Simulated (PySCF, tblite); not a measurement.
Isomers of [C5H10O]+ (charge +1 and doublet state), one GFN2-xTB conformer each. Single-point energies are computed at B3LYP/pcH-1 (PySCF, gas phase, no added dispersion term), electronic only. GFN2-xTB treats the open shell by occupation alone, and not every SCF solution was tested for stability.

Question: Rank them by B3LYP/pcH-1 energy, lowest first (kJ/mol).
A. `[CH3:1][CH2:2][CH2:3][CH2:4][CH:5]=[O+:6]` (charge +1 and doublet state) with C1–C2–C3–C4 87°, C2–C3–C4–C5 177°, C3–C4–C5–O6 -15°
B. `[CH3:1][CH+:2][C:3]([CH3:4])[O:5][CH3:6]` (charge +1 and doublet state) with C1–C2–C3–C4 180°, C2–C3–O5–C6 180°
C. `[CH3:1][CH2:2][C:3](=[O+:4])[CH2:5][CH3:6]` (charge +1 and doublet state) with C1–C2–C3–O4 24°, C2–C3–C5–C6 -143°
D. `[CH2+:1][CH:2][O:3][CH:4]([CH3:5])[CH3:6]` (charge +1 and doublet state) with H–C1–C2–O3 180° and 0°, C1–C2–O3–C4 180°, C2–O3–C4–C5 -121°

Answer: B (0.0), D (59.1), C (61.6), A (133.0).

Neighbours under 21 kJ/mol apart ([CH2+][CH]OC(C)C and CCC(=[O+])CC) can change places with a better method, another conformer or zero-point energy. GFN2-xTB itself gives, in the same order: 0.0, 80.2, 61.3, 104.5. Both levels put the same isomer lowest; measured from each level's own lowest isomer, the values differ by up to 28.5 kJ/mol (CCCCC=[O+]: 104.5 against 133.0).

Question: What happens when harmonic zero-point energies from GFN2-xTB frequencies are added?

Answer: 
```csv
SMILES,ZPE (kJ/mol),electronic (kJ/mol),with ZPE (kJ/mol)
C[CH+][C](C)OC,354.6,0.0,0.0
[CH2+][CH]OC(C)C,354.5,59.1,59.0
CCC(=[O+])CC,353.9,61.6,60.9
CCCCC=[O+],351.9,133.0,130.3
```

The zero-point energies span 2.7 kJ/mol. The order is unchanged.
